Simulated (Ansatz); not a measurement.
**[Cl···H···CH₃], doublet along the distance Cl1-H2**

Starting geometry:

| atom | x (Å) | y (Å) | z (Å) |
| --- | --- | --- | --- |
| Cl | -0.8119 | 0.0000 | 0.0000 |
| H | 0.4669 | 0.0000 | 0.0000 |
| C | 1.8831 | 0.0000 | 0.0000 |
| H | 1.8831 | -1.0800 | 0.0000 |
| H | 1.8831 | 0.5400 | 0.9353 |
| H | 1.8831 | 0.5400 | -0.9353 |

From there atom H2 is moved from one fragment to the other while all else, the fragments' distance too, stays fixed; atoms are numbered as listed. Energies are in eV, counted from the starting geometry at the same level. Kohn–Sham curves are unrestricted where that lies lower.

Basis cc-pVDZ; Ansatz 0.2.0. Correlated methods freeze the noble-gas cores. R marks a restricted (for open shells ROHF) determinant, U an unrestricted one.

Full CI isn't at hand for all of this; UCCSDT(Q) serves as the reference, and is uncertain by the last step of the cluster series or more.

| distance Cl1-H2 (Å) | B2PLYP |
| --- | --- |
| 1.279 | 0.000 |
| 1.325 | -0.054 |
| 1.419 | -0.064 |
| 1.512 | 0.009 |
| 1.605 | 0.197 |

Estimate the UCCSDT(Q) curve in cc-pVDZ from this one, knowing how B2PLYP differs from it in such a basis.

The computed UCCSDT(Q) values, in eV from the starting point, and the difference of B2PLYP against them:
| distance Cl1-H2 (Å) | UCCSDT(Q) | B2PLYP less UCCSDT(Q) |
| --- | --- | --- |
| 1.279 | 0.000 | 0.000 |
| 1.325 | -0.037 | -0.017 |
| 1.419 | -0.015 | -0.049 |
| 1.512 | 0.084 | -0.075 |
| 1.605 | 0.284 | -0.087 |

The difference spans 0.087 eV and is largest, -0.087 eV, at 1.605 Å.

In so small a basis the reference is far from its limit. A double hybrid takes much of its correlation from a semilocal functional, which needs less basis, so its difference from the reference holds the reference's basis and frozen-core error beside its own.
